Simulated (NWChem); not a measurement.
System: chlorine (Cl2); SMILES ClCl

The following NWChem deck was run.

```
start job
memory heap 200 mb stack 900 mb global 1100 mb
geometry units angstroms
  Cl     0.000000     0.000000     1.021525
  Cl     0.000000     0.000000    -1.021525
end
basis spherical
  Cl library 6-31g*
end
dft
  xc hfexch
  iterations 150
end
driver
  maxiter 120
end
task dft optimize
task dft freq
```

NWChem printed, in part:

```
             Northwest Computational Chemistry Package (NWChem) 7.3.0
             --------------------------------------------------------

 ORDER OF PRIMARY AXIS IS BEING SET TO 4
 D4H symmetry detected

                             Geometry "geometry" -> ""
                             -------------------------

 Output coordinates in angstroms (scale by  1.889725989 to convert to a.u.)

  No.       Tag          Charge          X              Y              Z
 ---- ---------------- ---------- -------------- -------------- --------------
    1 Cl                  17.0000     0.00000000     0.00000000     1.02152500
    2 Cl                  17.0000     0.00000000     0.00000000    -1.02152500

 Effective nuclear repulsion energy (a.u.)      74.8548615848

      Symmetry information
      --------------------

 Group name             D4h
 Group number             28
 Group order              16
 No. of unique centers     1

                                Z-matrix (autoz)
                                --------

 Units are Angstrom for bonds and degrees for angles

      Type          Name      I     J     K     L     M      Value
      ----------- --------  ----- ----- ----- ----- ----- ----------
    1 Stretch                  1     2                       2.04305

  xc_inp: hfexch multiplicative factor not found.

                           NWChem Geometry Optimization
                           ----------------------------

 maximum gradient threshold         (gmax) =   0.000450
 rms gradient threshold             (grms) =   0.000300
 maximum cartesian step threshold   (xmax) =   0.001800
 rms cartesian step threshold       (xrms) =   0.001200
 fixed trust radius                (trust) =   0.300000
 source of zmatrix                         =   autoz

          -------------------
          Energy Minimization
          -------------------

 Using diagonal initial Hessian
 Scaling for Hessian diagonals: bonds = 1.00  angles = 0.25  torsions = 0.10

          --------
          Step   0

                                 NWChem DFT Module
                                 -----------------

 Summary of "ao basis" -> "ao basis" (spherical)
 ------------------------------------------------------------------------------
       Tag                 Description            Shells   Functions and Types
 ---------------- ------------------------------  ------  ---------------------
 Cl                          6-31g*                  8       18   4s3p1d

      Symmetry analysis of basis
      --------------------------

        a1g         8
        a1u         0
        a2g         0
        a2u         8
        b1g         1
        b1u         1
        b2g         1
        b2u         1
        eg          8
        eu          8

            General Information
            -------------------
          SCF calculation type: DFT
          Wavefunction type:  closed shell.
          No. of atoms     :     2
          No. of electrons :    34
           Alpha electrons :    17
            Beta electrons :    17
          Charge           :     0
          Spin multiplicity:     1
          Use of symmetry is: on ; symmetry adaption is: on
          Maximum number of iterations: 150
          AO basis - number of functions:    36
                     number of shells:    16
          Convergence on energy requested:  1.00D-06
          Convergence on density requested:  1.00D-05
          Convergence on gradient requested:  5.00D-04

              XC Information
              --------------
                     Hartree-Fock (Exact) Exchange  1.000

      Superposition of Atomic Density Guess
      -------------------------------------

 Sum of atomic energies:        -918.90116543

      Non-variational initial energy
      ------------------------------

 Total energy =    -918.966728
 1-e energy   =   -1419.368671
 2-e energy   =     425.547082
 HOMO         =      -0.354664
 LUMO         =      -0.129273

      Symmetry analysis of molecular orbitals - initial
      -------------------------------------------------

 !! scf_movecs_sym_adapt:    4 vectors were symmetry contaminated

  Symmetry fudging

 !! scf_movecs_sym_adapt:    4 vectors were symmetry contaminated

  Numbering of irreducible representations:

     1 a1g         2 a1u         3 a2g         4 a2u         5 b1g
     6 b1u         7 b2g         8 b2u         9 eg         10 eu

  Orbital symmetries:

     1 a2u         2 a1g         3 a1g         4 a2u         5 a1g
     6 a2u         7 eu          8 eu          9 eg         10 eg
    11 a1g        12 a2u        13 a1g        14 eu         15 eu
    16 eg         17 eg         18 a2u        19 a1g        20 a2u
    21 eu         22 eu         23 a1g        24 eg         25 eg
    26 a2u        27 eu

   convergence    iter        energy       DeltaE   RMS-Dens  Diis-err
 ---------------- ----- ----------------- --------- --------- ---------
 d= 0,ls=0.0,diis     1   -918.8935505147 -9.94D+02  7.94D-03  9.94D-02
 d= 0,ls=0.0,diis     2   -918.9067733881 -1.32D-02  2.05D-03  1.25D-02

 !! scf_movecs_sym_adapt:    4 vectors were symmetry contaminated

  Symmetry fudging
 d= 0,ls=0.0,diis     3   -918.9082628603 -1.49D-03  4.33D-04  2.30D-04
 d= 0,ls=0.0,diis     4   -918.9083166654 -5.38D-05  5.08D-05  3.14D-06

 !! scf_movecs_sym_adapt:    4 vectors were symmetry contaminated

  Symmetry fudging

 !! scf_movecs_sym_adapt:    2 vectors were symmetry contaminated

 d= 0,ls=0.0,diis     5   -918.9083174252 -7.60D-07  6.23D-06  2.63D-08

         Total DFT energy =     -918.908317425249
      One electron energy =    -1418.767430494106
           Coulomb energy =      480.086520457764
    Exchange-Corr. energy =      -55.082268973750
 Nuclear repulsion energy =       74.854861584843

 Numeric. integr. density =        0.000000000000

                  Occupations of the irreducible representations
                  ----------------------------------------------

                     irrep           alpha         beta
                     --------     --------     --------
                     a1g               5.0          5.0
                     a1u               0.0          0.0
                     a2g               0.0          0.0
                     a2u               4.0          4.0
                     b1g               0.0          0.0
                     b1u               0.0          0.0
                     b2g               0.0          0.0
                     b2u               0.0          0.0
                     eg                4.0          4.0
                     eu                4.0          4.0

                       DFT Final Molecular Orbital Analysis
                       ------------------------------------

 Vector   15  Occ=2.000000D+00  E=-5.653311D-01  Symmetry=eu
              MO Center=  4.0D-16,  6.7D-16, -7.5D-17, r^2= 2.0D+00
   Bfn.  Coefficient  Atom+Function         Bfn.  Coefficient  Atom+Function
  ----- ------------  ---------------      ----- ------------  ---------------
     8      0.435650  1 Cl py                26      0.435650  2 Cl py
     7      0.258453  1 Cl px                25      0.258453  2 Cl px
    12      0.211725  1 Cl py                30      0.211725  2 Cl py
     4     -0.167808  1 Cl py                22     -0.167808  2 Cl py
    11      0.125608  1 Cl px                29      0.125608  2 Cl px

 Vector   16  Occ=2.000000D+00  E=-4.537105D-01  Symmetry=eg
              MO Center=  2.3D-17, -5.1D-17, -7.9D-15, r^2= 2.3D+00
   Bfn.  Coefficient  Atom+Function         Bfn.  Coefficient  Atom+Function
  ----- ------------  ---------------      ----- ------------  ---------------
     8      0.508351  1 Cl py                26     -0.508351  2 Cl py
    12      0.291696  1 Cl py                30     -0.291696  2 Cl py
     7     -0.216522  1 Cl px                25      0.216522  2 Cl px
     4     -0.192637  1 Cl py                22      0.192637  2 Cl py
    11     -0.124242  1 Cl px                29      0.124242  2 Cl px

 Vector   17  Occ=2.000000D+00  E=-4.537105D-01  Symmetry=eg
              MO Center= -1.0D-19, -1.9D-19,  3.3D-15, r^2= 2.3D+00
   Bfn.  Coefficient  Atom+Function         Bfn.  Coefficient  Atom+Function
  ----- ------------  ---------------      ----- ------------  ---------------
     7      0.508351  1 Cl px                25     -0.508351  2 Cl px
    11      0.291696  1 Cl px                29     -0.291696  2 Cl px
     8      0.216522  1 Cl py                26     -0.216522  2 Cl py
     3     -0.192637  1 Cl px                21      0.192637  2 Cl px
    12      0.124242  1 Cl py                30     -0.124242  2 Cl py

 Vector   18  Occ=0.000000D+00  E= 1.484609D-02  Symmetry=a2u
              MO Center=  1.5D-17,  8.2D-18, -4.9D-16, r^2= 2.9D+00
   Bfn.  Coefficient  Atom+Function         Bfn.  Coefficient  Atom+Function
  ----- ------------  ---------------      ----- ------------  ---------------
    13      0.707968  1 Cl pz                31      0.707968  2 Cl pz
     9      0.501675  1 Cl pz                27      0.501675  2 Cl pz
    10     -0.415147  1 Cl s                 28      0.415147  2 Cl s
     5     -0.194352  1 Cl pz                23     -0.194352  2 Cl pz
     6     -0.175641  1 Cl s                 24      0.175641  2 Cl s

 Vector   19  Occ=0.000000D+00  E= 5.002196D-01  Symmetry=a1g
              MO Center=  1.3D-17, -8.9D-18, -3.0D-16, r^2= 4.1D+00
   Bfn.  Coefficient  Atom+Function         Bfn.  Coefficient  Atom+Function
  ----- ------------  ---------------      ----- ------------  ---------------
     6      1.141140  1 Cl s                 24      1.141140  2 Cl s
    10     -1.122666  1 Cl s                 28     -1.122666  2 Cl s
    13     -0.242132  1 Cl pz                31      0.242132  2 Cl pz
     9      0.172584  1 Cl pz                27     -0.172584  2 Cl pz
     2     -0.101031  1 Cl s                 20     -0.101031  2 Cl s

[...]

      ----------------------
      Optimization converged
      ----------------------

  Step       Energy      Delta E   Gmax     Grms     Xrms     Xmax
  ---- ---------------- -------- -------- -------- -------- --------
@    3    -918.90929719 -6.4D-09  0.00000  0.00000  0.00001  0.00001
                                     ok       ok       ok       ok

                                Z-matrix (autoz)
                                --------

 Units are Angstrom for bonds and degrees for angles

      Type          Name      I     J     K     L     M      Value     Gradient
      ----------- --------  ----- ----- ----- ----- ----- ---------- ----------
    1 Stretch                  1     2                       1.99246    0.00000

                         Geometry "geometry" -> "geometry"
                         ---------------------------------

 Output coordinates in angstroms (scale by  1.889725989 to convert to a.u.)

  No.       Tag          Charge          X              Y              Z
 ---- ---------------- ---------- -------------- -------------- --------------
    1 Cl                  17.0000     0.00000000     0.00000000     0.99622844
    2 Cl                  17.0000     0.00000000     0.00000000    -0.99622844

 Effective nuclear repulsion energy (a.u.)      76.7556005843

      Symmetry information
      --------------------

 Group name             D4h
 Group number             28
 Group order              16
 No. of unique centers     1

                Final and change from initial internal coordinates
                --------------------------------------------------

                                Z-matrix (autoz)
                                --------

 Units are Angstrom for bonds and degrees for angles

      Type          Name      I     J     K     L     M      Value       Change
      ----------- --------  ----- ----- ----- ----- ----- ---------- ----------
    1 Stretch                  1     2                       1.99246   -0.05059

 ==============================================================================
                                internuclear distances
 ------------------------------------------------------------------------------
       center one      |      center two      | atomic units |  angstroms
 ------------------------------------------------------------------------------
    2 Cl               |   1 Cl               |     3.76520  |     1.99246
 ------------------------------------------------------------------------------
                         number of included internuclear distances:          1
 ==============================================================================

[second-derivative integrals and response iterations left out]

  Vibrational analysis via the FX method

  See chapter 2 in "Molecular Vibrations" by Wilson, Decius and Cross

  Vib: Default input used

 ---------------------------- Atom information ----------------------------
     atom    #        X              Y              Z            mass
 --------------------------------------------------------------------------
    Cl       1  0.0000000D+00  0.0000000D+00  1.8825988D+00  3.4968850D+01
    Cl       2  0.0000000D+00  0.0000000D+00 -1.8825988D+00  3.4968850D+01
 --------------------------------------------------------------------------

[unprojected Hessian and modes left out]

        Vibrational analysis via the FX method
  --- with translations and rotations projected out ---
  --- via the Eckart algorithm                      ---
 Dependent rotation vector no.                    3
  found in ECKART; assuming linear geometry
 Projected Nuclear Hessian trans-rot subspace norm:7.2381D-62
                         (should be close to zero!)

[projected Hessian left out]

 Rotational Constants
 --------------------
 A=   0.000000 cm-1  (  0.000000 K)
 B=   0.242868 cm-1  (  0.349426 K)
 C=   0.242868 cm-1  (  0.349426 K)

 Temperature                      =   298.15K
 frequency scaling parameter      =   1.0000

 Linear Molecule

 Zero-Point correction to Energy  =    0.848 kcal/mol  (  0.001351 au)
 Thermal correction to Energy     =    2.431 kcal/mol  (  0.003874 au)
 Thermal correction to Enthalpy   =    3.023 kcal/mol  (  0.004818 au)

 Total Entropy                    =   53.111 cal/mol-K
   - Translational                =   38.635 cal/mol-K (mol. weight =  69.9377)
   - Rotational                   =   14.015 cal/mol-K (symmetry #  =        2)
   - Vibrational                  =    0.461 cal/mol-K

 Cv (constant volume heat capacity) =    6.011 cal/mol-K
   - Translational                  =    2.979 cal/mol-K
   - Rotational                     =    1.986 cal/mol-K
   - Vibrational                    =    1.045 cal/mol-K

[normal modes left out]

 ----------------------------------------------------------------------------
 Normal Eigenvalue ||           Projected Infra Red Intensities
  Mode   [cm**-1]  || [atomic units] [(debye/angs)**2] [(KM/mol)] [arbitrary]
 ------ ---------- || -------------- ----------------- ---------- -----------
    1        0.000 ||    0.000000           0.000         0.000       2.323
    2        0.000 ||    0.000000           0.000         0.000       4.756
    3        0.000 ||    0.000000           0.000         0.000       0.723
    4        0.000 ||    0.000000           0.000         0.000       1.944
    5        0.000 ||    0.000000           0.000         0.000      26.880
    6      593.509 ||    0.000000           0.000         0.000      23.373
 ----------------------------------------------------------------------------
```

Level: Hartree-Fock/6-31G* (spherical d).
